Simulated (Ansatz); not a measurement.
**CH6BN (SMILES BNC): functionals against CCSD(T) at one geometry**

The task here is to estimate one member of a computed series from the others.

Program: Ansatz 0.2.0, Gaussian basis. Level of theory: single points in def2-TZVPP. These are calculated values, not measurements.

Correlated methods freeze the cores.

## Where the work starts

SMILES `BNC`, 9 atoms, charge 0, spin multiplicity 1.

Atoms are counted from 1 here; the program's logs count them from 0.

Bond lengths: B1–N2 1.415 Å, B1–H4 1.110 Å, B1–H5 1.178 Å, N2–C3 1.389 Å, N2–H6 0.980 Å, C3–H7 1.061 Å, C3–H8 1.147 Å, C3–H9 1.147 Å. Angles: N2–B1–H4 119.9°, N2–B1–H5 115.9°, H4–B1–H5 124.2°, B1–N2–C3 123.6°, B1–N2–H6 120.8°, C3–N2–H6 115.3°, N2–C3–H7 110.9°, N2–C3–H8 112.7°, N2–C3–H9 110.7°, H7–C3–H8 113.5°, H7–C3–H9 107.5°, H8–C3–H9 101.1°.

Coordinates:

| atom | x (Å) | y (Å) | z (Å) |
| --- | --- | --- | --- |
| B1 | -0.82540 | 0.69340 | -0.90330 |
| N2 | 0.13690 | 0.48360 | 0.11200 |
| C3 | 0.54190 | -0.77390 | 0.53940 |
| H4 | -1.33260 | -0.17480 | -1.37240 |
| H5 | -1.05950 | 1.81780 | -1.16660 |
| H6 | 0.62460 | 1.23710 | 0.50500 |
| H7 | 0.01070 | -1.53650 | 0.02670 |
| H8 | 1.68060 | -0.90790 | 0.50510 |
| H9 | 0.33840 | -0.90510 | 1.66030 |

The first run:

Input file run/in.yaml:

```yaml
crystal:
  periodic: [false, false, false]
  atoms:
    - {symbol: B, position_ang: [-0.825400, 0.693400, -0.903300]}
    - {symbol: N, position_ang: [0.136900, 0.483600, 0.112000]}
    - {symbol: C, position_ang: [0.541900, -0.773900, 0.539400]}
    - {symbol: H, position_ang: [-1.332600, -0.174800, -1.372400]}
    - {symbol: H, position_ang: [-1.059500, 1.817800, -1.166600]}
    - {symbol: H, position_ang: [0.624600, 1.237100, 0.505000]}
    - {symbol: H, position_ang: [0.010700, -1.536500, 0.026700]}
    - {symbol: H, position_ang: [1.680600, -0.907900, 0.505100]}
    - {symbol: H, position_ang: [0.338400, -0.905100, 1.660300]}
basis:
  gaussian: {orbitals: def2-TZVPP}
correlation: {method: ccsd_t}
output: {forces: true}
```

The command line of these runs was not kept.

Steps of the session up to this table: CCSD(T)/def2-TZVPP; PBE0-D4/def2-TZVPP; wB97M-V/def2-TZVPP; r2SCAN-D4/def2-TZVPP; PBE-D4/def2-TZVPP; wB97X-V/def2-TZVPP; SPW92/def2-TZVPP.

One of the session's tables, all rows but one given; the rest of the session is left out.

| method | RMS force component (eV/Å) | angle to CCSD(T) forces (°) | dipole (D) |
| --- | --- | --- | --- |
| CCSD(T) | 1.377 | reference | 1.73 |
| PBE0-D4 | 1.366 | 6.1 | 1.72 |
| wB97M-V | 1.377 | 3.0 | 1.67 |
| r2SCAN-D4 | 1.353 | 4.2 | 1.76 |
| PBE-D4 | 1.352 | 7.6 | 1.87 |
| wB97X-V | ? | ? | ? |
| SPW92 | 1.398 | 15.5 | 1.96 |

**Question.** Estimate the row for wB97X-V.

**Answer.** RMS force component (eV/Å): 1.406; angle to CCSD(T) forces (°): 2.5; dipole (D): 1.63. In the column «RMS force component (eV/Å)» it is the highest.
